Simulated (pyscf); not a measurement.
# Four-centre exchange: HO–Zn–OH + H₃C–OH -> H₃C–OH + HO–Zn–OH

Gas phase, singlet surface, charge 0. Bonds broken: O1–Zn2, C6–O7. Bonds formed: O1–C6, Zn2–O7. Optimised with ωB97X-D3(BJ)/def2-SVP in PySCF.

Transition state (Å):

```xyz
11

O     -1.7892    -0.1464    -0.9723
Zn    -1.2752    -0.9510     0.6695
O     -1.8959    -2.2012     1.8087
H     -2.6803     0.1033    -1.2432
H     -1.2746    -2.4045     2.5154
C     -0.6741     1.5003    -0.9857
O      0.1257     0.3147     0.3984
H     -1.0289     1.4540    -2.0195
H      0.3748     1.8118    -0.9876
H     -1.3051     2.1121    -0.3388
H      0.5173     0.8958     1.0609
```

One imaginary mode, 701i cm⁻¹; descent along it reached the two sides named, in the forms told below.

```csv
bond,change,reactant side (Å),saddle,product side
O1–Zn2,breaks,1.802,1.899,2.107
C6–O7,breaks,1.421,1.990,3.1
O1–C6,forms,3.1,1.989,1.426
Zn2–O7,forms,2.128,1.907,1.804
```

Electronic energies relative to the separated reactants (kJ/mol):

| level | barrier | reaction energy | reverse barrier |
|---|---|---|---|
| ωB97X-D3(BJ)/def2-TZVP | 220.1 | 0.0 | 220.1 |
| PBE/def2-TZVP | 199.8 | 0.0 | 199.8 |
| r²SCAN/def2-TZVP | 195.4 | 0.0 | 195.4 |
| B3LYP-D3(BJ)/def2-TZVP | 206.6 | 0.0 | 206.6 |
| PBE0-D3(BJ)/def2-TZVP | 218.2 | 0.0 | 218.2 |
| M06-2X/def2-TZVP | 213.8 | 0.0 | 213.8 |
| ωB97M-D3(BJ)/def2-TZVP | 217.3 | 0.0 | 217.3 |
| HF/def2-TZVP | 284.3 | 0.0 | 284.3 |

With ωB97M-D3(BJ)/def2-TZVP energies and thermal terms (ideal gas, 1 atm, RRHO with modes under 100 cm⁻¹ raised to 100, one conformer, R ln 2 for chiral ones without a mode under 150 cm⁻¹), in kJ/mol:

```csv
T (K),ΔH‡,ΔG‡,ΔH,ΔG
298,214.8,262.0,0.0,0.0
600,218.8,308.4,0.0,0.0
900,222.6,352.3,0.0,0.0
1200,225.8,395.1,0.0,0.0
```

On the reactant side the descent ends in an adduct with a O–Zn contact (not fully relaxed), 63.1 kJ/mol under the separated species and 283.1 kJ/mol under the saddle at ωB97X-D3(BJ)/def2-TZVP. On the product side the descent ends in an adduct with a O–Zn contact (not fully relaxed), 70.2 kJ/mol under the separated species and 290.3 kJ/mol under the saddle at ωB97X-D3(BJ)/def2-TZVP. What is counted as formed (O–Zn) is already present as a longer contact in the reactant adduct; forming that adduct is a step of its own. What is counted as broken (O–Zn) persists as a longer contact in the product adduct; parting that adduct is a step of its own. One saddle was located; it need not be the lowest between these sides. Elements up to Kr have no core potential and no relativistic terms here.
